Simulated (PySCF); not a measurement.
Gas-phase reaction: NH₃ + NH₂OH + Si₂N ⇌ 2 H₂SiNH + NO

Method: PySCF energies (xtb for GFN2) plus ideal-gas RRHO corrections (1 bar). † marks an energy on the PBE0/def2-TZVP geometry and frequencies; other levels use their own. 6-31G* has spherical d functions here. Open shells (unrestricted): Si₂N (multiplicity 2), NO (multiplicity 2); the rest are closed-shell singlets. GFN2 has no spin-polarisation term. Spin-orbit splitting is ignored; it lowers the true energy and changes the entropy of Si₂N, NO. B3LYP is the form with VWN-RPA correlation. H₂SiNH: computed as isolated molecules; such fragments, hydroxides, amides, oligomers or adducts are transient or little studied in the gas.

```
level               ΔH°(298 K), kJ
------------------  --------------
B3LYP/6-31G*                   115
BLYP/def2-TZVP†                103
GFN2-xTB                       -78
M06-2X/def2-TZVP†                ?
PBE/def2-SVP                   108
PBE/def2-TZVP†                   ?
PBE0/def2-QZVP†                  ?
PBE0/def2-SVP†                 128
PBE0/def2-TZVP                   ?
ωB97X-V/def2-TZVP†              84
```

Q: Some entries are withheld; supply them.

A: 
- M06-2X/def2-TZVP†, ΔH°(298 K), kJ: 141
- PBE/def2-TZVP†, ΔH°(298 K), kJ: 116
- PBE0/def2-QZVP†, ΔH°(298 K), kJ: 135
- PBE0/def2-TZVP, ΔH°(298 K), kJ: 125
